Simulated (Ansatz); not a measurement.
A made-up structure of Al2H3Cl, closed shell:

| atom | x (Å) | y (Å) | z (Å) |
| --- | --- | --- | --- |
| Al1 | -1.0197 | 0.2837 | -1.0918 |
| Al2 | 0.9656 | -0.4686 | 0.9038 |
| Cl3 | 1.4687 | 1.1312 | 2.5751 |
| H4 | -1.4816 | -0.8373 | -2.3998 |
| H5 | -1.8103 | 1.8785 | -1.0438 |
| H6 | 1.8772 | -1.9877 | 1.0565 |

It is relaxed with PBE-D4/def2-SVP and then PBE0-D4/def2-TZVP (Ansatz 0.2.0). Atoms count as bonded within 1.22 times the sum of their covalent radii (H–H: 0.88 Å). The end point is not checked to be a true minimum.

Task: Does its bonding change? (A judgement: the text doesn't fix the answer.)

Result: The calculation gives: No: no bond forms or breaks.

Where it ends: The first stage lowers the energy by 0.95 eV in 5 steps. It ends as Al₂H₃Cl ([AlH2][AlH][Cl]):
```
6
angstrom
Al -0.9107 0.2544 -0.9746
Al 0.8618 -0.4173 0.8074
Cl 1.3135 1.0086 2.3011
H -1.3211 -0.7488 -2.1413
H -1.6181 1.6776 -0.9339
H 1.6745 -1.7745 0.9414
```

Labels in which every atom is bracketed show which atoms are joined, not bond orders.

For scale, one of the runs: PBE0-D4/def2-TZVP relaxation, 129 basis functions, launched by `ansatz run in.yaml --threads 2 --pin off --events-out ev --progress --plain --max-ram 4352MiB`. Hardware: 2 CPU threads of an Intel Xeon Platinum 8259CL, shared host. Wall time about 14 s.
